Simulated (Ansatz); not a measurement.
TiC (rock salt): values from a third-order Birch-Murnaghan fit to a volume scan beside measured ones. Computed values: PBE (plane waves to 420 eV, PAW, scalar-relativistic; Ansatz, a first-principles code). The PAW data are Ansatz's earlier set. TiC is run without spin polarisation. TiC was relaxed with its symmetry unable to fall.

| quantity | reference | kind |
|---|---|---|
| Lattice constant a (Å) | 4.33 | measured, room temperature or unstated |

References as given in: Guo-Xu Zhang, Anthony M Reilly, Alexandre Tkatchenko et al., New Journal of Physics (2018), doi:10.1088/1367-2630/aac7f0. Values not taken to low temperature hold thermal and zero-point shifts that a static calculation lacks, so small differences there are no errors of the method.

Problem. What does PBE give, and how far is that from the reference?

Solution. 
| quantity | PBE | difference |
|---|---|---|
| Lattice constant a (Å) | 4.333 | +0.1 % |



(Under strain, the slope of the energy per volume gives the stress and its curvature an elastic modulus.)
